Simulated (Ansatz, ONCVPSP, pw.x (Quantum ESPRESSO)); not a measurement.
# pw.x on diamond Si: one setting changed

Potential: optimised norm-conserving Vanderbilt (ONCV), ONCVPSP 4.0.1.1 (patched build), LDA (Perdew-Wang 92); core [Ne], reference 3s2 3p2; waves: 3s: rc 1.60 bohr, ncon 5, nbas 9, qcut 3.2 1/bohr, 1 projector; 3p: rc 1.55 bohr, ncon 4, nbas 8, qcut 5.4 1/bohr, 2 projectors, debl 3.9 Ha; local part: polynomial inside 1.35 bohr (lpopt 5, dvloc0 -1 Ha); core correction: none.

The reference run (k-mesh 9³, cutoffs 100/400 Ry, Fermi–Dirac 0.01 Ry, mixing_beta 0.4, conv_thr 1e-9, no spin) gives -0.59 GPa at 19.694 Å³/atom, where all-electron LAPW gives -0.03 GPa. This run, with its own iteration cap, changes conv_thr to 1e-06.

```
&control
  calculation='scf', prefix='x', pseudo_dir='./', outdir='./tmp', tstress=.true., disk_io='none'
/
&system
  ibrav=0, nat=2, ntyp=1, ecutwfc=100, ecutrho=400, nbnd=11,
  occupations='smearing', smearing='fd', degauss=0.01
/
&electrons
  conv_thr=1e-06, mixing_beta=0.4, electron_maxstep=50
/
ATOMIC_SPECIES
Si 1.0 Si.UPF
CELL_PARAMETERS angstrom
  0.00000000 2.70050288 2.70050288
  2.70050288 0.00000000 2.70050288
  2.70050288 2.70050288 0.00000000
ATOMIC_POSITIONS crystal
Si 0.0000 0.0000 0.0000
Si 0.2500 0.2500 0.2500
K_POINTS automatic
9 9 9 0 0 0
```

```bash
pw.x < Si.scf.in > Si.scf.out
```

How does the run end?

It converges in 5 iterations; the free energy moves by +0.0 meV/atom and the pressure by -0.02 GPa. The result is that of the reference run.

```
Message from routine setup:
     using ibrav=0 with symmetry is DISCOURAGED, use correct ibrav instead
     lattice parameter (alat)  =       7.2170  a.u.
     unit-cell volume          =     265.8034 (a.u.)^3
     number of electrons       =         8.00
     number of Kohn-Sham states=           11
     kinetic-energy cutoff     =     100.0000  Ry
     charge density cutoff     =     400.0000  Ry
     scf convergence threshold =      1.0E-06
     Exchange-correlation= SLA  PW   NOGX NOGC
     number of k points=    35  Fermi-Dirac smearing, width (Ry)=  0.0100
     iteration #  1     ecut=   100.00 Ry     beta= 0.40
     total energy              =     -15.87995962 Ry
     estimated scf accuracy    <       0.06083745 Ry
     iteration #  2     ecut=   100.00 Ry     beta= 0.40
     total energy              =     -15.87644844 Ry
     estimated scf accuracy    <       0.01571381 Ry
     iteration #  3     ecut=   100.00 Ry     beta= 0.40
     total energy              =     -15.87747977 Ry
     estimated scf accuracy    <       0.00030863 Ry
     iteration #  4     ecut=   100.00 Ry     beta= 0.40
     total energy              =     -15.87750685 Ry
     estimated scf accuracy    <       0.00000544 Ry
     iteration #  5     ecut=   100.00 Ry     beta= 0.40
     the Fermi energy is     6.4267 ev
!    total energy              =     -15.87750934 Ry
     estimated scf accuracy    <       0.00000018 Ry
     smearing contrib. (-TS)   =      -0.00034500 Ry
     The total energy is F=E-TS. E is the sum of the following terms:
     one-electron contribution =       4.73491673 Ry
     hartree contribution      =       1.08014276 Ry
     xc contribution           =      -4.80309825 Ry
     ewald contribution        =     -16.88912557 Ry
     convergence has been achieved in   5 iterations
          total   stress  (Ry/bohr**3)                   (kbar)     P=       -6.10
     Message from routine punch:
     Nothing written, as per user request (disk_io='none')
```

The run took about 29 s on one core of a shared host (Neoverse-N1, 64 threads, 124 GiB, load 55).
